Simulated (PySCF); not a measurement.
Molecule: SMILES CCC(F)CC, C₅H₁₁F.

Geometry (Å), atoms numbered from 1 in this order:
```xyz
17

C    -2.5238    0.3502    0.1527
C    -1.2773   -0.5071    0.2941
C     0.0049    0.2636    0.0548
F    -0.0386    0.8026   -1.2239
C     1.2641   -0.5697    0.1803
C     2.5324    0.2262   -0.0769
H    -3.4384   -0.2407    0.3078
H    -2.5717    0.7980   -0.8503
H    -2.5283    1.1730    0.8857
H    -1.2265   -0.9559    1.3002
H    -1.3094   -1.3469   -0.4214
H     0.0575    1.1222    0.7533
H     1.1898   -1.4095   -0.5321
H     1.2828   -1.0161    1.1886
H     2.6469    1.0435    0.6532
H     2.5070    0.6768   -1.0795
H     3.4273   -0.4097   -0.0100
```

Geometry PBE0-D3(BJ)/def2-SVP throughout; GIAO in PySCF, gas phase, one conformer, non-relativistic; equivalent atoms averaged; basis pcSseg-1.

For orientation, B97-D gives these absolute shieldings σ: C3 81.4, C2/C5 145.0, C1/C6 165.6, F4 381.4, H12 27.34, H11/H13 29.95, H7/H8/H9/H15/H16/H17 30.26, H10/H14 30.16 ppm.

A run gave: C3 85.0, C2/C5 149.4, C1/C6 170.5, F4 398.8, H12 27.42, H11/H13 29.92, H7/H8/H9/H15/H16/H17 30.17, H10/H14 30.19 ppm (absolute shieldings σ).

Task: Which functional was used in that run?
A. CAM-B3LYP
B. WP04
C. LC-wPBE
D. mPW1PW91

Result: A. C3 tells them apart best: CAM-B3LYP gives 85.0, WP04 gives 73.9, mPW1PW91 gives 87.9, LC-wPBE gives 94.0 ppm.
